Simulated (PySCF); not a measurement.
**Continuum solvent and chemical shifts**

Geometry:
```tsv
atom	x (Å)	y (Å)	z (Å)
F1	1.099	-0.954	0.406
P2	-0.025	0.022	-0.020
H3	-0.801	0.324	1.115
H4	0.575	1.186	-0.538
H5	-0.813	-0.611	-1.001
```

Total charge +1.

GIAO PBE0/pcSseg-1 in PySCF 2.14 on one PBE0-D3(BJ)/def2-SVP conformer, non-relativistic, equivalent nuclei averaged. Solvents enter as an IEF-PCM continuum (acetone with ε = 20.5, water with ε = 78.4) around the gas-phase geometry. Shifts are referred to CFCl3, TMS computed in the same medium.

Gas phase, δ in ppm: F1 -249.5, H3/H4/H5 8.13. Dipole moment 3.91 D.

(1) How does each δ change in the continuum?

(2) Which of the listed nuclei move most (in ppm), and what does the model miss?

Answers

(1) 
```
   atoms                           environment  Δδ, acetone  Δδ, water
      F1                  fluorine bonded to P         -3.5       -3.7
H3/H4/H5  hydrogen on a phosphorus bonded to F        +0.12      +0.13
```

Changes are relative to the gas phase. The dipole moment becomes 4.36 D in acetone, 4.39 D in water.

(2) F1 (fluorine bonded to P, -3.7 ppm) in water. A continuum only polarises the solute; specific hydrogen bonds, the anisotropy of aromatic solvents and changes of geometry or conformer are outside it, as are counter-ions.
